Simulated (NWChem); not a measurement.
**BH2ClO (SMILES OBCl) at 6 levels**

Aim: a comparison of 6 runs (r2SCAN/6-31+G*, r2SCAN/6-311++G(3df,3pd), r2SCAN/6-311+G**, r2SCAN/6-31G*, r2SCAN/6-31++G**, r2SCAN/6-311++G(2d,2p)) of BH2ClO. 

The calculation is run with NWChem 7.3.0.

**1. Starting point**

BH2ClO: 5 atoms, total charge 0, spin state singlet. SMILES: `OBCl`. The coordinates come from a PBE0-D4/def2-TZVP relaxation. This is one conformer, not always the lowest.

Bond lengths: O1–B2 1.340 Å, B2–Cl3 1.766 Å, O1–H4 0.963 Å, B2–H5 1.189 Å. Angles: O1–B2–Cl3 121.0°, O1–B2–H5 119.8°, Cl3–B2–H5 119.2°, B2–O1–H4 113.9°.

**2. Energy and gradient at r2SCAN/6-31+G(d) (spherical functions) (run 1)**

Contents of bclh2o.nw:

```
start bclh2o
title "BClH2O"
memory 2200 mb

geometry units angstroms noautosym nocenter noautoz
O     -0.863300    -0.618600    -0.002900
B      0.379000    -0.137200     0.137900
Cl     0.788600     1.496000    -0.395300
H     -1.477700     0.001200    -0.409700
H      1.223300    -0.815100     0.628600
end

basis spherical bse
* library 6-31+G*
end

dft
xc r2scan
mult 1
grid fine
convergence energy 1e-08
iterations 100
mulliken
print low
end

task dft gradient
```

On the command line:

```sh
$ nwchem bclh2o.nw > bclh2o.out
```

What it wrote:

```text
[...]
 d= 0,ls=0.0,diis     1   -561.3957719353 -6.46D+02  1.76D-02  5.16D-01     1.2
[...]
 d= 0,ls=0.0,diis     8   -561.4575701679 -2.64D-09  5.13D-06  1.37D-07     8.0
         Total DFT energy =     -561.457570167879
      One electron energy =     -941.334731750110
           Coulomb energy =      336.755046929561
    Exchange-Corr. energy =      -41.599561580864
 Nuclear repulsion energy =       84.721676233534
[...]
      Total Density - Mulliken Population Analysis
     ---------------------------------------------
    Atom       Charge   Shell Charges
 -----------   ------   -------------------------------------------------------
    1 O    8     8.65   2.00  0.91  2.94  0.93  1.69  0.05  0.12  0.02
    2 B    5     4.75   2.00  0.58  1.40  0.31  0.29  0.05  0.03  0.11
    3 Cl  17    17.12   2.00  2.00  5.97  1.38  3.66  0.59  1.52 -0.03  0.03  0.02
    4 H    1     0.51   0.47  0.04
    5 H    1     0.96   0.52  0.44
[...]
                         DFT ENERGY GRADIENTS
    atom               coordinates                        gradient
                 x          y          z           x          y          z
   1 O      -1.631400  -1.168984  -0.005480    0.001231   0.007607  -0.002666
   2 B       0.716206  -0.259270   0.260593   -0.005644   0.001343  -0.002021
   3 Cl      1.490238   2.827030  -0.747009   -0.001094  -0.004468   0.001464
   4 H      -2.792448   0.002268  -0.774221    0.005737  -0.005051   0.003510
   5 H       2.311702  -1.540316   1.187882   -0.000230   0.000569  -0.000287
 Task  times  cpu:       11.8s     wall:       11.8s
 Total times  cpu:       11.8s     wall:       11.8s
```

It took 13 s on 1 thread of Intel Xeon 6975P-C (Granite Rapids), shared host; peak memory 0.11 GiB.

**3. Energy and gradient at r2SCAN/6-311++G(3df,3pd) (run 2)**

Contents of sp.xyz:

```xyz
5

O     -0.863300    -0.618600    -0.002900
B      0.379000    -0.137200     0.137900
Cl     0.788600     1.496000    -0.395300
H     -1.477700     0.001200    -0.409700
H      1.223300    -0.815100     0.628600
```

Contents of sp.nw:

```
start sp
memory stack 880 mb heap 220 mb global 1100 mb
charge 0

geometry units angstrom noautosym nocenter noautoz
   load sp.xyz
end

basis "ao basis" spherical bse
   O library "6-311++G(3df,3pd)"
   B library "6-311++G(3df,3pd)"
   Cl library "6-311++G(3df,3pd)"
   H library "6-311++G(3df,3pd)"
end

dft
   xc r2scan
   mult 1
   grid fine
   convergence energy 1e-08
   maxiter 100
   mulliken
   print low
end

task dft gradient
```

On the command line:

```sh
$ nwchem sp.nw > sp.out
```

What it wrote:

```text
[...]
 d= 0,ls=0.0,diis     1   -561.4731053119 -6.46D+02  5.24D-03  9.72D-01     5.9
[...]
 d= 0,ls=0.0,diis    11   -561.5356944126 -1.32D-10  7.76D-08  2.11D-10    53.1
         Total DFT energy =     -561.535694412650
      One electron energy =     -941.538676853205
           Coulomb energy =      336.888423309082
    Exchange-Corr. energy =      -41.607117102060
 Nuclear repulsion energy =       84.721676233534
[...]
      Total Density - Mulliken Population Analysis
     ---------------------------------------------
    Atom       Charge   Shell Charges
 -----------   ------   -------------------------------------------------------
    1 O    8     8.63   1.08  0.91  0.97  0.99  2.07  0.91  1.44  0.16  0.07  0.00  0.01  0.02  0.00
    2 B    5     4.38   1.13  0.85  0.45  0.65  0.91  0.20 -0.01 -0.05  0.08  0.01  0.15 -0.04  0.04
    3 Cl  17    17.47   0.78  1.19  0.90  1.08  0.97  1.15  7.41 -1.51  1.08  2.97  1.41  0.15 -0.16  0.00  0.02  0.03  0.00
    4 H    1     0.46   0.26  0.25 -0.08 -0.01  0.00  0.04 -0.03  0.01
    5 H    1     1.07   0.26  0.60  0.17 -0.01  0.00  0.02  0.03  0.00
[...]
                         DFT ENERGY GRADIENTS
    atom               coordinates                        gradient
                 x          y          z           x          y          z
   1 O      -1.631400  -1.168984  -0.005480    0.000565   0.000987  -0.000241
   2 B       0.716206  -0.259270   0.260593   -0.001803   0.001390  -0.001018
   3 Cl      1.490238   2.827030  -0.747009   -0.000302  -0.001208   0.000392
   4 H      -2.792448   0.002268  -0.774221    0.000604  -0.000521   0.000366
   5 H       2.311702  -1.540316   1.187882    0.000936  -0.000649   0.000501
 Task  times  cpu:       85.3s     wall:       85.3s
 Total times  cpu:       85.3s     wall:       85.3s
```

Wall time 86 s (1 thread of Intel Xeon 6975P-C (Granite Rapids), shared host); peak memory 0.14 GiB.

Runs 3 to 5 aren't shown in full; the table further down has their settings and results.

**4. Energy and gradient at r2SCAN/6-311++G(2d,2p) (run 6)**

Contents of bclh2o.nw:

```
START bclh2o
memory total 2200 mb

GEOMETRY units angstroms noautosym nocenter noautoz
   O     -0.863300    -0.618600    -0.002900
   B      0.379000    -0.137200     0.137900
   Cl     0.788600     1.496000    -0.395300
   H     -1.477700     0.001200    -0.409700
   H      1.223300    -0.815100     0.628600
END

BASIS spherical bse
   * library "6-311++G(2d,2p)"
END

DFT
   xc r2scan
   grid fine
   convergence energy 1e-08
   iterations 100
   mulliken
   noprint "final vectors analysis"
END

TASK dft gradient
```

On the command line:

```sh
$ nwchem bclh2o.nw > bclh2o.out
```

What it wrote:

```text
[...]
          Wavefunction type:  closed shell.
          No. of atoms     :     5
          No. of electrons :    32
[...]
          Charge           :     0
          Spin multiplicity:     1
[...]
          AO basis - number of functions:   109
[...]
              XC Information
              --------------
                      r^2SCAN Method XC Functional
               r^2SCAN metaGGA Exchange Functional  1.000
                     r^2SCAN Correlation Potential  1.000
[...]
 d= 0,ls=0.0,diis     1   -561.4657003617 -6.46D+02  8.44D-03  9.56D-01     3.0
[...]
 d= 0,ls=0.0,diis    11   -561.5289553471 -8.97D-11  8.18D-08  9.66D-11    21.1
         Total DFT energy =     -561.528955347067
      One electron energy =     -941.496092335412
           Coulomb energy =      336.850939433788
    Exchange-Corr. energy =      -41.605478678977
 Nuclear repulsion energy =       84.721676233534
[...]
  wavefunction    = closed shell
                         DFT ENERGY GRADIENTS
    atom               coordinates                        gradient
                 x          y          z           x          y          z
   1 O      -1.631400  -1.168984  -0.005480    0.001967   0.001583  -0.000103
   2 B       0.716206  -0.259270   0.260593   -0.002376   0.003460  -0.001984
   3 Cl      1.490238   2.827030  -0.747009   -0.000886  -0.003977   0.001326
   4 H      -2.792448   0.002268  -0.774221    0.000201  -0.000519   0.000259
   5 H       2.311702  -1.540316   1.187882    0.001093  -0.000547   0.000503
[...]
```

It took 32 s on 1 thread of Intel Xeon 6975P-C (Granite Rapids), shared host; peak memory 0.12 GiB.

**5. All runs side by side**

```csv
run,level,energy (Eh),largest force (eV/Å),wall time
1,r2SCAN/6-31+G* (spherical functions),-561.457570,0.433,13 s
2,"r2SCAN/6-311++G(3df,3pd)",-561.535694,0.128,86 s
3,r2SCAN/6-311+G**,-561.522135,0.307,19 s
4,r2SCAN/6-31G* (spherical functions),-561.451584,0.469,7.5 s
5,r2SCAN/6-31++G** (spherical functions),-561.465579,0.321,13 s
6,"r2SCAN/6-311++G(2d,2p)",-561.528955,0.239,32 s
```

**6. What came out**

| quantity | value |
| --- | --- |
| run 6: total energy | -561.52896 Eh |
| run 6: dipole moment | 1.12 D |
| run 6: largest force on an atom | 0.239 eV/Å |

Over runs 4, 5, 6 the dipole moment (its size) runs from 1.12 D (r2SCAN/6-311++G(2d,2p)) to 1.38 D (r2SCAN/6-31G*). All runs together took 2.8 min, the longest 86 s.
